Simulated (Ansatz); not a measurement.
Energy needed to pull apart C2H3O (SMILES C[C]=O), doublet, into free ground-state atoms, from the structure below (displaced at random from a GFN2-xTB minimum); no zero-point or spin–orbit terms; open-shell atoms are treated unrestricted, in their ground-state multiplicity.

```
6
angstrom
C -0.1821 0.4271 -0.2524
C -0.1493 -0.9723 0.5142
O 0.6997 -1.4348 1.1015
H -0.7909 1.0506 0.2648
H 0.8482 1.0068 -0.2096
H -0.4073 0.2082 -1.2537
```

Computed with Ansatz 0.2.0 (basis: def2-TZVPP); correlated methods freeze the cores; orbitals are unrestricted.

| method | atomization energy (kcal/mol) |
| --- | --- |
| PBE-D4 | ? |
| BLYP-D4 | 577.4 |
| r2SCAN-D4 | 575.4 |
| PBE0-D4 | 575.3 |
| r2SCANh-D4 | 569.9 |
| wB97M-V | 572.4 |
| HF | 405.8 |
| MP2 | ? |
| CCSD | 543.7 |
| CCSD(T) | 554.0 |

(1) What does PBE-D4 give? (To be estimated.)

(2) What does MP2 give? (Judge from chemistry; the value comes from the calculation.)

No T1 diagnostic of these runs exceeds 0.018. ⟨S²⟩ of the unrestricted Hartree–Fock references: 0.76 (a pure state has 0.75).

Results:

(1) The calculation gives: 592.4 kcal/mol, which is about 38.4 kcal/mol more than CCSD(T)/def2-TZVPP.

(2) Computed: 567.1 kcal/mol, which is about 13.2 kcal/mol more than CCSD(T)/def2-TZVPP.

In triple zeta the MP2 and coupled-cluster atomization energies are still short of their basis limit by a few kcal/mol a bond, whereas those of the functionals are nearly converged, so these differences are not deviations from converged CCSD(T).

For scale, one of the runs: CCSD(T)/def2-TZVPP forces, 135 basis functions (an equivalent command: `ansatz run in.yaml --threads 4`). Time: 100 s of wall clock on 4 CPU threads; the host was shared. Peak host memory: 3.1 GiB.
